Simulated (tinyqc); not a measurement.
Worked calculation: geometry optimisation on the RHF/sto-3g surface (energies and gradients from PySCF), for H3O+, spin multiplicity 1. One step of it, computed by the program tinyqc.

Task: Step 1: move. Steepest descent, p = -g / 1; steps longer than 0.3 bohr are cut back.

positions at the start (bohr), order 1O, 2H, 3H, 4H:
$$\begin{pmatrix}
-0.015118 & -0.039684 & 0.708647 \\
1.812247 & -0.030236 & 0.066140 \\
-0.890061 & 1.487214 & -0.030236 \\
-0.873053 & -1.415405 & 0.081258
\end{pmatrix}$$

gradient (hartree/bohr), order 1O, 2H, 3H, 4H:
$$\begin{pmatrix}
-0.07099833 & -0.10987690 & 0.00136184 \\
0.02814155 & 0.00428343 & -0.01694057 \\
-0.00833172 & 0.00657746 & -0.01658558 \\
0.05118850 & 0.09901600 & 0.03216431
\end{pmatrix}$$

Give: positions after step 1.

Result:

positions after step 1 (bohr), order 1O, 2H, 3H, 4H:
$$\begin{pmatrix}
0.056 & 0.070 & 0.707 \\
1.784 & -0.035 & 0.083 \\
-0.882 & 1.481 & -0.014 \\
-0.924 & -1.514 & 0.049
\end{pmatrix}$$
